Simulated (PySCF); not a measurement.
Consider furan, `c1ccoc1` (C4H4O). Optimised structure (Å), atoms numbered from 1:
```
C     0.3879    0.9227   -0.2461
C    -0.9235    0.3512   -0.2785
C    -0.7825   -0.9280    0.1696
O     0.5064   -1.1808    0.4716
C     1.2100   -0.0594    0.2190
H     0.6790    1.9316   -0.5306
H    -1.8483    0.8298   -0.5934
H    -1.4813   -1.7466    0.3220
H     2.2781   -0.1077    0.4156
```

Computed at ωB97X-D3(BJ)/ma-def2-TZVP // PBE0-D3(BJ)/def2-SVP with PySCF (density fitting, grid level 2). The prefix ma- adds one diffuse s and one diffuse p function on all atoms but H. Zero-point and thermal terms (298.15 K, 1 bar) come from unscaled PBE0-D3(BJ)/def2-SVP harmonic frequencies, with soft modes damped to free rotors in the entropy.

Problem. What are the vertical and the adiabatic ionisation energy for forming the radical cation?

Solution. 8.91 eV vertical and 8.73 eV adiabatic, the latter with zero-point energy.

Problem. Where does the unpaired spin of the relaxed radical cation sit?

Solution. C3 (aromatic carbon) 0.49, C5 (aromatic carbon) 0.49 (intrinsic atomic orbital populations).

Problem. What oxidation potential follows in acetonitrile (IEF-PCM), given that Fc+/Fc comes at 4.54 V absolute with this functional and basis?

Solution. In the gas phase ΔG of oxidation is 8.713 eV, and solvation is -12.8 kJ/mol for the parent and -248.6 kJ/mol for the product, so the absolute potential is 6.27 V, or 1.73 V against Fc+/Fc. Fc+/Fc in acetonitrile, 4.54 V, is ωB97X-D3(BJ)/ma-def2-TZVP on PBE0-D3(BJ)/def2-SVP structures with GFN2-xTB thermal terms. Benchmark calculations put it near 5.0 V in acetonitrile and DMSO, so it is about 0.5 V low, and the value against it can read up to that much too high. The solvent is electrostatics only, on gas-phase structures; the absolute scale refers to an electron at rest in vacuum.

Problem. How far is −ε(HOMO) from the vertical value by ΔSCF?

Solution. −ε(HOMO) = 8.97 eV, which is 0.06 eV above the ΔSCF value.
